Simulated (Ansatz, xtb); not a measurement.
**CHBCl: where a starting geometry ends**

The starting geometry of this gas-phase doublet has its atoms placed at random.

```xyz
4

C     0.9484   -0.5164   -0.6827
B     0.6383    0.9293    0.0574
Cl   -0.9977    1.0002   -0.3991
H    -0.0434   -0.0224    0.6546
```

Task: One run relaxed it with r2SCAN-D4/def2-SVP. What is a likely outcome?

Result: It ends as a structure given below by its coordinates. Distances that change by over a tenth: C1–B2 (1.65 → 1.36 Å). Contacts that open: B2–H4 (1.31 → 2.44 Å). Contacts that close: C1–H4 (1.74 → 1.08 Å).

The energy falls by 5.51 eV over 14 steps:

```
step  E − E(last) (eV)
   1             5.513
   2             3.548
   4             1.812
   5             1.373
   7             0.771
   8             0.457
  10             0.070
  11             0.026
  13             0.000
  14             0.000
```

Final geometry (Å):

| atom | x (Å) | y (Å) | z (Å) |
| --- | --- | --- | --- |
| C | 0.6085 | -0.2850 | 0.1784 |
| B | -0.1614 | 0.7471 | -0.2639 |
| Cl | -1.1202 | 2.0322 | -0.8134 |
| H | 1.2186 | -1.1035 | 0.5291 |

From the same start GFN2-xTB reaches the same bonding as this run.

From so rough a start the end depends on the optimiser's path, so another program may land elsewhere. No frequencies were run, so the end isn't proven a minimum. Open shells are spin-unrestricted. Run with Ansatz 0.2.0, 2.6 min on 1 thread of Arm Neoverse V2, on a shared host.
